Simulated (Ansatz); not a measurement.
**CH₄AlF: from a rough start to a minimum**

The task is to find a stationary geometry of CH₄AlF, check the end point by its vibrations and derive ideal-gas thermochemistry, and look at its orbitals and charge.

Computed with Ansatz 0.2.0, Gaussian basis. Level: RKS PBE0-D4/def2-TZVP.

Plan: relaxation at PBE-D4/def2-SVP; relaxation at PBE0-D4/def2-TZVP; harmonic vibrations at the same level; a single point in def2-TZVPP for the fields.

### 1 The system as given

SMILES `F[CH2][AlH2]`, 7 atoms, charge 0, spin multiplicity 1.

Atoms are counted from 1 here; the program's logs count them from 0.

Bond lengths: F1–C2 1.320 Å, C2–Al3 1.966 Å, C2–H4 1.135 Å, C2–H5 1.097 Å, Al3–H6 1.609 Å, Al3–H7 1.651 Å. Angles: F1–C2–Al3 108.8°, F1–C2–H4 109.7°, F1–C2–H5 110.7°, Al3–C2–H4 106.1°, Al3–C2–H5 110.1°, H4–C2–H5 111.3°, C2–Al3–H6 121.7°, C2–Al3–H7 120.5°, H6–Al3–H7 117.8°.

The start is a force-field geometry with small random shifts, so a cheaper pass at PBE-D4/def2-SVP comes first.

### 2 Relaxation at PBE-D4/def2-SVP (cheap first pass)

in.yaml

```yaml
crystal:
  periodic: [false, false, false]
  atoms:
    - {symbol: F, position_ang: [-1.360500, 0.375200, -1.146500]}
    - {symbol: C, position_ang: [-0.669800, -0.482100, -0.419000]}
    - {symbol: Al, position_ang: [0.767100, 0.488100, 0.508000]}
    - {symbol: H, position_ang: [-0.156800, -1.233400, -1.097200]}
    - {symbol: H, position_ang: [-1.318700, -0.981100, 0.310700]}
    - {symbol: H, position_ang: [0.451000, 1.664200, 1.559100]}
    - {symbol: H, position_ang: [2.348900, 0.101000, 0.239200]}
basis:
  gaussian: {orbitals: def2-SVP}
hamiltonian: {xc: pbe, dispersion: d4}
relax: {f_tol: 0.03, max_steps: 200}
```

On the command line:

```console
$ ansatz run in.yaml --threads 2 --pin off --events-out ev --progress --plain --max-ram 4352MiB
```

Standard output, cut to the lines that bear on the results:

```text
Functional definition: PBE
  name "PBE"
  cite "Perdew, Burke & Ernzerhof, Phys. Rev. Lett. 77, 3865 (1996) doi:10.1103/PhysRevLett.77.3865"
  parent pbe
[...]
731 factors; their error is unknown
[...]
mean field -10401.51388553 eV, -382.2485848938 hartree, gradient 5.1e-5 eV, S^2 0.000000; 0 other end points of the search recorded, 0 dependent functions left out
[...]
reference -10401.51392052 eV, -382.2485861799 hartree; 16, 16 occupied and 50, 50 virtual orbitals, 731 factors
relax step   1: F+E_penalty+E_count = -10401.59937620 eV  Δ(F+E_penalty+E_count) = +0.000e0 eV  max|allowed force component| = 2.316e0 eV/Å  Δτ_max = 0.0000 Å  (24 SCF iters, accepted)
[...]
relax step   3: F+E_penalty+E_count = -10401.83008819 eV  Δ(F+E_penalty+E_count) = -4.216e-2 eV  max|allowed force component| = 3.170e-1 eV/Å  Δτ_max = 0.0939 Å  (26 SCF iters, accepted)
[...]
relax step   5: F+E_penalty+E_count = -10401.85117181 eV  Δ(F+E_penalty+E_count) = -6.388e-3 eV  max|allowed force component| = 5.120e-1 eV/Å  Δτ_max = 0.1226 Å  (27 SCF iters, accepted)
[...]
relax step   7: F+E_penalty+E_count = -10401.86827559 eV  Δ(F+E_penalty+E_count) = -8.336e-3 eV  max|allowed force component| = 2.408e-1 eV/Å  Δτ_max = 0.1923 Å  (30 SCF iters, accepted)
[...]
relax step   9: F+E_penalty+E_count = -10401.87660688 eV  Δ(F+E_penalty+E_count) = -3.148e-4 eV  max|allowed force component| = 5.280e-2 eV/Å  Δτ_max = 0.0467 Å  (25 SCF iters, accepted)
[...]
relax step  10: F+E_penalty+E_count = -10401.87716931 eV  Δ(F+E_penalty+E_count) = -5.624e-4 eV  max|allowed force component| = 1.065e-2 eV/Å  Δτ_max = 0.0134 Å  (27 SCF iters, accepted)
731 factors; their error is unknown
[...]
mean field -10401.79219377 eV, -382.2588125332 hartree, gradient 1.7e-5 eV, S^2 0.000000; 1 other end points of the search recorded, 0 dependent functions left out
[...]
reference -10401.79222896 eV, -382.2588138262 hartree; 16, 16 occupied and 50, 50 virtual orbitals, 731 factors
Total energy: -10401.87720449 eV, -382.2619366196 hartree
Atom 0 at    -1.752213     0.333398    -0.650104 Å, force    -0.010645     0.007611    -0.001810 eV/Å
Atom 1 at    -0.620102    -0.463331    -0.439621 Å, force     0.006657    -0.009833     0.001056 eV/Å
Atom 2 at     0.819816     0.517869     0.530477 Å, force     0.000418    -0.003282    -0.000197 eV/Å
Atom 3 at    -0.253988    -0.842902    -1.426735 Å, force     0.000619     0.000077     0.006232 eV/Å
Atom 4 at    -0.922943    -1.384996     0.118587 Å, force     0.004505     0.003403    -0.004331 eV/Å
Atom 5 at     0.605291     2.037080     0.981771 Å, force     0.001037     0.001084    -0.000009 eV/Å
Atom 6 at     2.185339    -0.265219     0.839926 Å, force    -0.002591     0.000940    -0.000941 eV/Å
Dipole moment:     0.199960    -0.206135     0.013723 e Å
```

Run time: 9.5 s. Hardware: 2 threads of Arm Neoverse V1, shared host.

The steps of the relaxation:

```
step  energy from step 1 (eV)  largest force component (eV/Å)
   1                   0.0000                          2.3161
   2                  -0.1886                          1.0954
   3                  -0.2307                          0.3170
   4                  -0.2454                          0.4469
   5                  -0.2518                          0.5120
   6                  -0.2606                          0.3522
   7                  -0.2689                          0.2408
   8                  -0.2769                          0.0511
   9                  -0.2772                          0.0528
  10                  -0.2778                          0.0106
```

Distances of close pairs at the start and the end, largest changes first:

```
  bond  before (Å)  after (Å)  change (Å)
 F1–C2       1.320      1.400      +0.081
Al3–H7       1.651      1.604      -0.046
C2–Al3       1.966      1.994      +0.028
 C2–H5       1.097      1.119      +0.023
 C2–H4       1.135      1.119      -0.016
Al3–H6       1.609      1.599      -0.009
```

### 3 Geometry optimisation, PBE0-D4/def2-TZVP

in.yaml

```yaml
crystal:
  periodic: [false, false, false]
  atoms:
    - {symbol: F, position_ang: [-1.752213, 0.333398, -0.650104]}
    - {symbol: C, position_ang: [-0.620102, -0.463331, -0.439621]}
    - {symbol: Al, position_ang: [0.819816, 0.517869, 0.530477]}
    - {symbol: H, position_ang: [-0.253988, -0.842902, -1.426735]}
    - {symbol: H, position_ang: [-0.922943, -1.384996, 0.118587]}
    - {symbol: H, position_ang: [0.605291, 2.037080, 0.981771]}
    - {symbol: H, position_ang: [2.185339, -0.265219, 0.839926]}
basis:
  gaussian: {orbitals: def2-TZVP}
hamiltonian: {xc: pbe0, dispersion: d4}
relax: {f_tol: 0.005, max_steps: 150}
```

Launched as before.

Standard output:

```text
Functional definition: PBE0
  name "PBE0"
  cite "Adamo & Barone, J. Chem. Phys. 110, 6158 (1999) doi:10.1063/1.478522"
  cite "Perdew, Burke & Ernzerhof, Phys. Rev. Lett. 77, 3865 (1996) doi:10.1103/PhysRevLett.77.3865"
  parent pbe
  parameter a = 0.25
  parameter kappa = 0.804
  parameter beta = 0.06672455060314922
  exchange = (1 - a)*pbe_x(kappa = kappa, mu = beta*pi^2/3) + a*exact_x
  correlation = pbe_c(beta = beta)
791 factors; their error is unknown
mean field evaluation 1: about -10406.8020 eV, gradient 3.6e1 eV
mean field evaluation 2: about -10406.1947 eV, gradient 3.9e1 eV
mean field evaluation 4: about -10409.6035 eV, gradient 1.3e0 eV
mean field evaluation 8: about -10409.6245 eV, gradient 2.7e-2 eV
mean field -10409.62449106 eV, -382.5466441496 hartree, gradient 2.8e-5 eV, S^2 0.000000; 0 other end points of the search recorded, 0 dependent functions left out
the calculation of the forces begins
reference -10409.62452257 eV, -382.5466453075 hartree; 16, 16 occupied and 107, 107 virtual orbitals, 791 factors
relax step   1: F+E_penalty+E_count = -10409.69537873 eV  Δ(F+E_penalty+E_count) = +0.000e0 eV  max|allowed force component| = 5.576e-1 eV/Å  Δτ_max = 0.0000 Å  (24 SCF iters, accepted)
these checks for a lower state are left out or cut short: starts, cluster_reference, orbital_swaps, neighbouring_geometries, increment
791 factors; their error is unknown
mean field evaluation 16: about -10409.6261 eV, gradient 3.9e-3 eV
mean field -10409.64432308 eV, -382.5473729629 hartree, gradient 1.4e-5 eV, S^2 0.000000; 0 other end points of the search recorded, 0 dependent functions left out
the calculation of the forces begins
reference -10409.64435452 eV, -382.5473741183 hartree; 16, 16 occupied and 107, 107 virtual orbitals, 791 factors
relax step   2: F+E_penalty+E_count = -10409.71527288 eV  Δ(F+E_penalty+E_count) = -1.989e-2 eV  max|allowed force component| = 2.293e-1 eV/Å  Δτ_max = 0.0209 Å  (29 SCF iters, accepted)
these checks for a lower state are left out or cut short: starts, cluster_reference, orbital_swaps, neighbouring_geometries, increment
791 factors; their error is unknown
mean field -10409.64590040 eV, -382.5474309283 hartree, gradient 1.4e-5 eV, S^2 0.000000; 0 other end points of the search recorded, 0 dependent functions left out
the calculation of the forces begins
reference -10409.64593179 eV, -382.5474320818 hartree; 16, 16 occupied and 107, 107 virtual orbitals, 791 factors
relax step   3: F+E_penalty+E_count = -10409.71686205 eV  Δ(F+E_penalty+E_count) = -1.589e-3 eV  max|allowed force component| = 3.491e-2 eV/Å  Δτ_max = 0.0085 Å  (30 SCF iters, accepted)
these checks for a lower state are left out or cut short: starts, cluster_reference, orbital_swaps, neighbouring_geometries, increment
791 factors; their error is unknown
mean field evaluation 32: about -10409.6459 eV, gradient 5.7e-5 eV
mean field -10409.64594233 eV, -382.5474324691 hartree, gradient 1.4e-5 eV, S^2 0.000000; 0 other end points of the search recorded, 0 dependent functions left out
the calculation of the forces begins
reference -10409.64597371 eV, -382.5474336226 hartree; 16, 16 occupied and 107, 107 virtual orbitals, 791 factors
relax step   4: F+E_penalty+E_count = -10409.71690696 eV  Δ(F+E_penalty+E_count) = -4.491e-5 eV  max|allowed force component| = 2.153e-2 eV/Å  Δτ_max = 0.0019 Å  (31 SCF iters, accepted)
these checks for a lower state are left out or cut short: starts, cluster_reference, orbital_swaps, neighbouring_geometries, increment
791 factors; their error is unknown
mean field -10409.64595599 eV, -382.5474329713 hartree, gradient 1.4e-5 eV, S^2 0.000000; 0 other end points of the search recorded, 0 dependent functions left out
the calculation of the forces begins
reference -10409.64598738 eV, -382.5474341246 hartree; 16, 16 occupied and 107, 107 virtual orbitals, 791 factors
relax step   5: F+E_penalty+E_count = -10409.71691487 eV  Δ(F+E_penalty+E_count) = -7.913e-6 eV  max|allowed force component| = 1.358e-2 eV/Å  Δτ_max = 0.0012 Å  (31 SCF iters, accepted)
these checks for a lower state are left out or cut short: starts, cluster_reference, orbital_swaps, neighbouring_geometries, increment
791 factors; their error is unknown
mean field -10409.64595711 eV, -382.5474330123 hartree, gradient 8.4e-5 eV, S^2 0.000000; 0 other end points of the search recorded, 0 dependent functions left out
the calculation of the forces begins
reference -10409.64598849 eV, -382.5474341656 hartree; 16, 16 occupied and 107, 107 virtual orbitals, 791 factors
relax step   6: F+E_penalty+E_count = -10409.71691941 eV  Δ(F+E_penalty+E_count) = -4.538e-6 eV  max|allowed force component| = 9.611e-4 eV/Å  Δτ_max = 0.0006 Å  (18 SCF iters, accepted)
791 factors; their error is unknown
mean field -10409.64595711 eV, -382.5474330123 hartree, gradient 8.4e-5 eV, S^2 0.000000; 1 other end points of the search recorded, 0 dependent functions left out
the calculation of the forces begins
reference -10409.64598849 eV, -382.5474341656 hartree; 16, 16 occupied and 107, 107 virtual orbitals, 791 factors
Total energy: -10409.71695080 eV, -382.5500419822 hartree
Atom 0 at    -1.743907     0.315967    -0.650387 Å, force    -0.000001    -0.000166     0.000112 eV/Å
Atom 1 at    -0.605982    -0.466850    -0.434289 Å, force     0.000961     0.000328     0.000701 eV/Å
Atom 2 at     0.816065     0.518738     0.529751 Å, force    -0.000215    -0.000566    -0.000358 eV/Å
Atom 3 at    -0.257224    -0.826606    -1.412127 Å, force    -0.000516    -0.000013    -0.000282 eV/Å
Atom 4 at    -0.918230    -1.365959     0.114688 Å, force    -0.000443    -0.000029    -0.000450 eV/Å
Atom 5 at     0.606993     2.023542     0.974641 Å, force    -0.000037     0.000186    -0.000096 eV/Å
Atom 6 at     2.163485    -0.266934     0.832024 Å, force     0.000251     0.000259     0.000373 eV/Å
Dipole moment:     0.241882    -0.207501     0.031386 e Å
```

Wall time 11 s (2 threads of Arm Neoverse V1, shared host).

Step by step:

```
step  energy from step 1 (eV)  largest force component (eV/Å)
   1                   0.0000                          0.5576
   2                  -0.0199                          0.2293
   3                  -0.0215                          0.0349
   4                  -0.0215                          0.0215
   5                  -0.0215                          0.0136
   6                  -0.0215                          0.0010
```

Close pairs (by a distance rule), those that changed most:

```
  bond  before (Å)  after (Å)  change (Å)
 C2–H5       1.119      1.099      -0.021
 C2–H4       1.119      1.099      -0.020
Al3–H6       1.599      1.583      -0.016
Al3–H7       1.604      1.589      -0.015
C2–Al3       1.994      1.981      -0.014
 F1–C2       1.400      1.398      -0.002
```

Mulliken charges of the relaxed molecule (report file):

```
atom  value (e)
  F1      -0.24
  C2      -0.19
 Al3       0.38
  H4       0.12
  H5       0.12
  H6      -0.09
  H7      -0.09
```

### 4 Harmonic vibrations

in.yaml

```yaml
crystal:
  periodic: [false, false, false]
  atoms:
    - {symbol: F, position_ang: [-1.743907, 0.315967, -0.650387]}
    - {symbol: C, position_ang: [-0.605982, -0.466850, -0.434289]}
    - {symbol: Al, position_ang: [0.816065, 0.518738, 0.529751]}
    - {symbol: H, position_ang: [-0.257224, -0.826606, -1.412127]}
    - {symbol: H, position_ang: [-0.918230, -1.365959, 0.114688]}
    - {symbol: H, position_ang: [0.606993, 2.023542, 0.974641]}
    - {symbol: H, position_ang: [2.163485, -0.266934, 0.832024]}
basis:
  gaussian: {orbitals: def2-TZVP}
hamiltonian: {xc: pbe0, dispersion: d4}
phonons: {temperatures: {t_min: 298.15, t_max: 900, t_step: 200}}
```

The command is unchanged.

Standard output, cut to the lines that bear on the results:

```text
Functional definition: PBE0
  name "PBE0"
  cite "Adamo & Barone, J. Chem. Phys. 110, 6158 (1999) doi:10.1063/1.478522"
  cite "Perdew, Burke & Ernzerhof, Phys. Rev. Lett. 77, 3865 (1996) doi:10.1103/PhysRevLett.77.3865"
  parent pbe
[...]
791 factors; their error is unknown
[...]
mean field -10409.64595707 eV, -382.5474330107 hartree, gradient 2.6e-5 eV, S^2 0.000000; 0 other end points of the search recorded, 0 dependent functions left out
[...]
reference -10409.64598846 eV, -382.5474341643 hartree; 16, 16 occupied and 107, 107 virtual orbitals, 791 factors
[...]
791 factors; their error is unknown
[...]
mean field -10409.64587715 eV, -382.5474300738 hartree, gradient 5.7e-7 eV, S^2 0.000000; 0 other end points of the search recorded, 0 dependent functions left out
[...]
reference -10409.64590855 eV, -382.5474312277 hartree; 16, 16 occupied and 107, 107 virtual orbitals, 791 factors
[...]
Total energy: -10409.71695076 eV, -382.5500419810 hartree
Atom 0 at    -1.743907     0.315967    -0.650387 Å, force     0.000011    -0.000171     0.000121 eV/Å
Atom 1 at    -0.605982    -0.466850    -0.434289 Å, force     0.000953     0.000307     0.000684 eV/Å
Atom 2 at     0.816065     0.518738     0.529751 Å, force    -0.000224    -0.000557    -0.000359 eV/Å
Atom 3 at    -0.257224    -0.826606    -1.412127 Å, force    -0.000519    -0.000007    -0.000265 eV/Å
Atom 4 at    -0.918230    -1.365959     0.114688 Å, force    -0.000443    -0.000012    -0.000459 eV/Å
Atom 5 at     0.606993     2.023542     0.974641 Å, force    -0.000037     0.000186    -0.000096 eV/Å
Atom 6 at     2.163485    -0.266934     0.832024 Å, force     0.000258     0.000254     0.000374 eV/Å
Dipole moment:     0.241883    -0.207501     0.031386 e Å
Vibrations: 122.98 199.83 440.81 478.84 625.58 693.91 776.83 1043.93 1240.07 1273.12 1446.34 1917.88 1943.51 3007.20 3049.24 cm⁻¹, zero-point energy 1.131979 eV
```

Wall time 45 s (2 threads of Arm Neoverse V1, shared host).

Motions are named by where the mode's potential energy lies. Wavenumbers, unscaled:

```
mode  cm⁻¹                  motion
   1   123                 torsion
   2   200                    bend
   3   441       torsion with bend
   4   479  bend with Al–C stretch
   5   626  Al–C stretch with bend
   6   694       torsion with bend
   7   777                    bend
   8  1044             C–F stretch
   9  1240                    bend
  10  1273                    bend
  11  1446                    bend
  12  1918            Al–H stretch
  13  1944            Al–H stretch
  14  3007             C–H stretch
  15  3049             C–H stretch
```

Ideal gas, rigid rotor and harmonic oscillator at 298.15 K and 1 bar, with symmetry number 1:

```
                term            value
   zero-point energy     109.2 kJ/mol
          H(298) − E     124.9 kJ/mol
entropy, translation  160.3 J/(mol K)
   entropy, rotation   99.2 J/(mol K)
  entropy, vibration   32.8 J/(mol K)
      entropy, total  292.3 J/(mol K)
```

### 5 Fields at the relaxed geometry

Changes to in.yaml since step 4:

```diff
@@ -11,4 +11,4 @@
 basis:
-  gaussian: {orbitals: def2-TZVP}
+  gaussian: {orbitals: def2-TZVPP}
 hamiltonian: {xc: pbe0, dispersion: d4}
-phonons: {temperatures: {t_min: 298.15, t_max: 900, t_step: 200}}
+output: {orbitals: {seedname: orbitals}}
```

Launched as before.

Standard output:

```text
Functional definition: PBE0
  name "PBE0"
  cite "Adamo & Barone, J. Chem. Phys. 110, 6158 (1999) doi:10.1063/1.478522"
  cite "Perdew, Burke & Ernzerhof, Phys. Rev. Lett. 77, 3865 (1996) doi:10.1103/PhysRevLett.77.3865"
  parent pbe
  parameter a = 0.25
  parameter kappa = 0.804
  parameter beta = 0.06672455060314922
  exchange = (1 - a)*pbe_x(kappa = kappa, mu = beta*pi^2/3) + a*exact_x
  correlation = pbe_c(beta = beta)
872 factors; their error is unknown
mean field evaluation 1: about -10406.7445 eV, gradient 3.6e1 eV
mean field evaluation 2: about -10406.2182 eV, gradient 3.9e1 eV
mean field evaluation 4: about -10409.6613 eV, gradient 1.3e0 eV
mean field evaluation 8: about -10409.6787 eV, gradient 2.9e-2 eV
mean field -10409.67868832 eV, -382.5486358623 hartree, gradient 2.6e-5 eV, S^2 0.000000; 0 other end points of the search recorded, 0 dependent functions left out
reference -10409.67871996 eV, -382.5486370247 hartree; 16, 16 occupied and 144, 144 virtual orbitals, 872 factors
Total energy: -10409.74968226 eV, -382.5512448413 hartree
```

It took 1.6 s on 2 threads of Arm Neoverse V1, shared host.

Orbitals, density, ELF and potential are computed afterwards from the orbital file.

Frontier orbitals at PBE0-D4/def2-TZVPP, with the share of their density that lies nearest to each atom:

```
orbital  energy (eV)                           lies on
   HOMO        -7.84        C2 33 %; F1 22 %; Al3 14 %
   LUMO        -1.60  Al3 50 %; H6, H7 about 18 % each
```

ELF in a plane through or near 5 of the atoms.

Values, 10 rows by 14 columns:
```
0.00 0.00 0.00 0.00 0.00 0.00 0.00 0.00 0.00 0.00 0.00 0.00 0.00 0.00
0.00 0.00 0.00 0.21 0.43 0.23 0.01 0.00 0.00 0.00 0.00 0.00 0.00 0.00
0.00 0.02 0.74 1.00 1.00 0.99 0.10 0.01 0.38 0.40 0.15 0.02 0.00 0.00
0.00 0.14 0.96 1.00 1.00 1.00 0.20 0.04 0.80 0.69 0.74 0.18 0.01 0.00
0.00 0.02 0.37 0.90 0.74 0.16 0.21 0.67 0.60 0.75 0.62 0.13 0.00 0.00
0.00 0.01 0.12 0.48 0.20 0.76 0.17 0.93 0.41 0.56 0.15 0.01 0.00 0.00
0.00 0.17 0.95 1.00 1.00 0.91 0.20 0.22 0.32 0.46 0.20 0.01 0.00 0.00
0.00 0.06 0.91 1.00 1.00 0.99 0.18 0.00 0.01 0.03 0.01 0.00 0.00 0.00
0.00 0.00 0.14 0.88 0.97 0.81 0.07 0.00 0.00 0.00 0.00 0.00 0.00 0.00
0.00 0.00 0.00 0.00 0.00 0.00 0.00 0.00 0.00 0.00 0.00 0.00 0.00 0.00
```
The map spans 9.0 Å across and 8.1 Å up, centred on the molecule. Atoms in the plane (x, y in Å): F1 (1.5, 1.2), C2 (0.9, -0.1), Al3 (-1.1, 0.0), H6 (-1.8, 1.4), H7 (-1.9, -1.3).

On the surface of density 0.002 e/bohr³ the electrostatic potential runs, from the 1st to the 99th percentile, from -1.08 V near F1 to 3.62 V near Al3.

### 6 Results

```
                  quantity            value
               point group               Cs
                     steps           10 + 6
shift from the start (rms)          0.540 Å
              total energy   -10409.7170 eV
           dispersion term          -71 meV
             dipole moment           1.54 D
lowest, highest wavenumber   123, 3049 cm⁻¹
         zero-point energy     109.2 kJ/mol
       entropy at 298.15 K  292.3 J/(mol K)
                HOMO, LUMO  -7.84, -1.60 eV
```

What this shows: The atoms moved 0.54 Å (rms) from the start; the bond that changed most is F1–C2, from 1.320 to 1.398 Å. No mode is imaginary: a true minimum at this level. The stiffest mode, 3049 cm⁻¹, is a C–H stretch, and 2 modes under 200 cm⁻¹ make the vibrational entropy uncertain. Harmonic hybrid wavenumbers usually lie a few per cent above measured fundamentals. The largest Mulliken charge, +0.38 e, sits on Al3. The HOMO lies mostly on C2 33 %; F1 22 % and the LUMO on Al3 50 %; H6, H7 about 18 % each.
